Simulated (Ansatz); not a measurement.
# CH4Si2 (SMILES C#[Si][SiH3]): functionals against CCSD(T) at one geometry

Aim: energy, forces and dipole at a structure displaced at random from a GFN2-xTB minimum, from CCSD(T) and from density functionals.

The runs use Ansatz 0.2.0, Gaussian basis; single points in def2-TZVPP.

Correlated methods freeze the cores.

### Step 1. Starting geometry

SMILES `C#[Si][SiH3]`, 7 atoms, charge 0, spin multiplicity 1.

Atoms are counted from 1 here; the program's logs count them from 0.

Bond lengths: C1–Si2 1.676 Å, C1–H4 1.152 Å, Si2–Si3 2.338 Å, Si3–H5 1.442 Å, Si3–H6 1.499 Å, Si3–H7 1.249 Å. Angles: Si2–C1–H4 121.8°, C1–Si2–Si3 159.3°, Si2–Si3–H5 110.2°, Si2–Si3–H6 105.3°, Si2–Si3–H7 104.1°, H5–Si3–H6 106.0°, H5–Si3–H7 120.2°, H6–Si3–H7 110.0°.

Geometry (Å):

```xyz
7
CH4Si2
C    -1.5775   -1.9867   -0.4670
Si   -0.5676   -0.7734    0.0949
Si    0.8916    1.0531    0.0512
H    -2.1859   -2.6518    0.2503
H     0.8339    1.7061   -1.2328
H     0.3310    2.0320    1.0386
H     1.9721    0.5905    0.4733
```

### Step 2. CCSD(T)/def2-TZVPP

run/in.yaml reads:

```yaml
crystal:
  periodic: [false, false, false]
  atoms:
    - {symbol: C, position_ang: [-1.577500, -1.986700, -0.467000]}
    - {symbol: Si, position_ang: [-0.567600, -0.773400, 0.094900]}
    - {symbol: Si, position_ang: [0.891600, 1.053100, 0.051200]}
    - {symbol: H, position_ang: [-2.185900, -2.651800, 0.250300]}
    - {symbol: H, position_ang: [0.833900, 1.706100, -1.232800]}
    - {symbol: H, position_ang: [0.331000, 2.032000, 1.038600]}
    - {symbol: H, position_ang: [1.972100, 0.590500, 0.473300]}
basis:
  gaussian: {orbitals: def2-TZVPP}
correlation: {method: ccsd_t}
output: {forces: true}
```

No record of the launch command was kept for these runs.

### Step 3. PBE0-D4/def2-TZVPP

run/in.yaml, as its differences from that of step 2:

```diff
@@ -12,3 +12,3 @@
   gaussian: {orbitals: def2-TZVPP}
-correlation: {method: ccsd_t}
-output: {forces: true}
+hamiltonian: {xc: pbe0, dispersion: d4}
+output: {forces: true, orbitals: {seedname: orbitals}}
```

### Step 4. wB97M-V/def2-TZVPP

run/in.yaml, as its differences from that of step 3:

```diff
@@ -12,3 +12,3 @@
   gaussian: {orbitals: def2-TZVPP}
-hamiltonian: {xc: pbe0, dispersion: d4}
-output: {forces: true, orbitals: {seedname: orbitals}}
+hamiltonian: {xc: {name: wB97M-V}}
+output: {forces: true}
```

### Step 5. r2SCAN-D4/def2-TZVPP

run/in.yaml, as its differences from that of step 4:

```diff
@@ -12,3 +12,3 @@
   gaussian: {orbitals: def2-TZVPP}
-hamiltonian: {xc: {name: wB97M-V}}
+hamiltonian: {xc: r2scan, dispersion: d4}
 output: {forces: true}
```

### Step 6. PBE-D4/def2-TZVPP

run/in.yaml, as its differences from that of step 5:

```diff
@@ -12,3 +12,3 @@
   gaussian: {orbitals: def2-TZVPP}
-hamiltonian: {xc: r2scan, dispersion: d4}
+hamiltonian: {xc: pbe, dispersion: d4}
 output: {forces: true}
```

### Step 7. revPBE-D4/def2-TZVPP

run/in.yaml, as its differences from that of step 6:

```diff
@@ -12,3 +12,3 @@
   gaussian: {orbitals: def2-TZVPP}
-hamiltonian: {xc: pbe, dispersion: d4}
+hamiltonian: {xc: {name: revPBE}, dispersion: d4}
 output: {forces: true}
```

### Step 8. r2SCANh-D4/def2-TZVPP

run/in.yaml, as its differences from that of step 7:

```diff
@@ -12,3 +12,3 @@
   gaussian: {orbitals: def2-TZVPP}
-hamiltonian: {xc: {name: revPBE}, dispersion: d4}
+hamiltonian: {xc: {name: r2SCANh}, dispersion: d4}
 output: {forces: true}
```

(Steps that only read results are left out.)

Before running it: what results should come out? Wanted: energy less free atoms, CCSD(T)/def2-TZVPP; RMS force component; RMS force error; HOMO and LUMO, PBE0-D4; T1 diagnostic.

The runs gave:

```
                                  quantity                                                                                                value
energy less free atoms, CCSD(T)/def2-TZVPP                                                                                       -1918.9 kJ/mol
                       RMS force component                                                                 2.310 to 2.343 eV/Å over the methods
                           RMS force error  PBE0-D4 0.295, wB97M-V 0.425, r2SCAN-D4 0.213, PBE-D4 0.170, revPBE-D4 0.153, r2SCANh-D4 0.268 eV/Å
                    HOMO and LUMO, PBE0-D4                                                                                   -6.37 and -2.39 eV
                             T1 diagnostic                                                                                                0.028
```

In words: Against CCSD(T) the functionals' energies less atoms differ by -68.2 to -15.2 kJ/mol, PBE-D4 by -68.2 kJ/mol. CCSD(T) in triple zeta still lacks some correlation energy of the bonds, so part of these gaps is its own basis error and they don't rank the functionals. The forces of revPBE-D4 come nearest to CCSD(T), those of wB97M-V are farthest. Frozen-core CCSD(T) forces in triple zeta carry basis errors of their own, and this is one geometry, so small gaps rank nothing. The T1 diagnostic is large here, over the usual mark for main-group molecules (transition-metal compounds often pass it harmlessly), so CCSD(T) itself may be off. The restricted Hartree–Fock reference is unstable towards an unrestricted one at one or more of these structures.
